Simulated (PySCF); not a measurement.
# doublet NO2F+ at 6 levels

We compute a comparison of 6 runs (U-r2SCAN/cc-pVTZ, UBLYP/cc-pVTZ, UCAM-B3LYP/cc-pVTZ, UM06-2X/cc-pVTZ, UPBE/cc-pVTZ, UPBE0/cc-pVTZ) of doublet NO2F+. Input form: a Python script.

The results are computed with PySCF 2.14.0.

2 further runs of the same task are left out: 2 set aside as unsound or not needed.

### 1 The system as given

NO2F+ has 4 atoms, charge +1, and is taken as a doublet. As SMILES of the parent species, `O=[N+]([O-])F`. The shape is that of a PBE0-D4/def2-TZVP optimisation. That shape belongs to the parent species and isn't relaxed for this state.

Bond lengths: O1–N2 1.170 Å, N2–O3 1.170 Å, N2–F4 1.442 Å. Angles: O1–N2–O3 135.6°, O1–N2–F4 112.2°, O3–N2–F4 112.2°.

### 2 A single-point energy at U-r2SCAN/cc-pVTZ (run 1)

The input, input.xyz:

```xyz
4
FNO2
O      0.188290     0.469930     1.120250
N      0.079720    -0.071800     0.089140
O      0.476580    -1.068680    -0.376880
F     -0.744590     0.670550    -0.832510
```

The input, calc.py:

```python
from pyscf import gto, dft

mol = gto.Mole()
mol.atom = 'input.xyz'
mol.spin = 1
mol.max_memory = 1860
mol.charge = 1
mol.basis = 'cc-pvtz'
mol.verbose = 3
mol.build()

calc0 = dft.UKS(mol, xc='r2scan')
calc0.conv_tol = 1e-10
calc0.grids.level = 5
calc0.kernel()
if not calc0.converged:
    calc0 = calc0.newton().run(calc0.mo_coeff, calc0.mo_occ)

e_tot = calc0.e_tot
print(f'total energy: {e_tot:.8f} hartree')
```

Run with:

```
$ OMP_NUM_THREADS=1 python calc.py
```

The log of the run:

```text
WARN: HOMO -0.371602233504573 >= LUMO -0.371602233504571

converged SCF energy = -304.407267595046  <S^2> = 0.76158186  2S+1 = 2.0115485
total energy: -304.40726760 hartree
```

Run time: 92 s. Hardware: 1 thread of Arm Neoverse V2, shared host; peak memory 0.72 GiB.

### 3 A single-point energy at UBLYP/cc-pVTZ (run 2)

The input, job.py:

```python
from pyscf import gto, dft

system = gto.Mole()
system.atom = '''
O      0.355817     0.888039     2.116966
N      0.150649    -0.135682     0.168450
O      0.900606    -2.019513    -0.712200
F     -1.407071     1.267156    -1.573216
'''
system.spin = 1
system.max_memory = 1860
system.verbose = 3
system.unit = 'bohr'
system.charge = 1
system.basis = 'cc-pvtz'
system.build()

ks = dft.UKS(system)
ks.xc = 'blyp'
ks.grids.level = 5
ks.conv_tol = 1e-10
ks.kernel()
if not ks.converged:
    ks = ks.newton().run(ks.mo_coeff, ks.mo_occ)

etot = ks.e_tot
print('E(%s) = %.9f' % ('BLYP', etot))
```

Run with:

```
$ OMP_NUM_THREADS=1 python job.py
```

The log of the run:

```text
converged SCF energy = -304.536505429843  <S^2> = 0.75506806  2S+1 = 2.0050617
E(BLYP) = -304.536505430
```

It took 34 s on 1 thread of Arm Neoverse V2, shared host; peak memory 0.66 GiB.

Runs 3 to 5 aren't shown in full; the table further down has their settings and results.

### 4 The energy at UPBE0/cc-pVTZ (run 6)

The input, job.py:

```python
from pyscf import gto, dft

molecule = gto.M(
    atom='O 0.188290 0.469930 1.120250; N 0.079720 -0.071800 0.089140; O 0.476580 -1.068680 -0.376880; F -0.744590 0.670550 -0.832510',
    charge=1,
    verbose=4,
    spin=1,
    basis='cc-pvtz',
    max_memory=1860,
)

mf = dft.UKS(molecule, xc='pbe0')
mf.grids.level = 5
mf.conv_tol = 1e-10
mf.kernel()
if not mf.converged:
    mf = mf.newton().run(mf.mo_coeff, mf.mo_occ)

energy = mf.e_tot
print(f'total energy: {energy:.8f} hartree')
```

Run with:

```
$ OMP_NUM_THREADS=1 python job.py
```

The log of the run:

```text
PySCF version 2.14.0

[... 52 lines left out ...]
WARN: HOMO -0.382527064832178 >= LUMO -0.38252706483218
[... 62 lines left out ...]
converged SCF energy = -304.213226241602  <S^2> = 0.7694949  2S+1 = 2.0194008
total energy: -304.21322624 hartree
```

Wall time 41 s (1 thread of Arm Neoverse V2, shared host); peak memory 0.66 GiB.

### 5 The series

```
run               level  energy (Eh)  HOMO energy (eV)  LUMO energy (eV)   ⟨S²⟩  wall time
  1    U-r2SCAN/cc-pVTZ  -304.407268            -18.81            -17.25  0.762       92 s
  2       UBLYP/cc-pVTZ  -304.536505            -18.56            -17.17  0.755       34 s
  3  UCAM-B3LYP/cc-pVTZ  -304.418371            -21.13            -15.33  0.772       57 s
  4     UM06-2X/cc-pVTZ  -304.379370            -21.03            -15.70  0.778      100 s
  5        UPBE/cc-pVTZ  -304.269743            -18.63            -17.25  0.755       34 s
  6       UPBE0/cc-pVTZ  -304.213226            -19.74            -16.41  0.769       41 s
```

### 6 Outcome

```
                                 quantity          value
                      run 6: total energy  -304.21323 Eh
run 6: HOMO energy (highest over α and β)      -19.74 eV
 run 6: LUMO energy (lowest over α and β)      -16.41 eV
                              run 6: ⟨S²⟩          0.769
```

**Reading.** Totals of different functionals can't be ranked against each other. All runs together took 6 min, the longest 100 s.
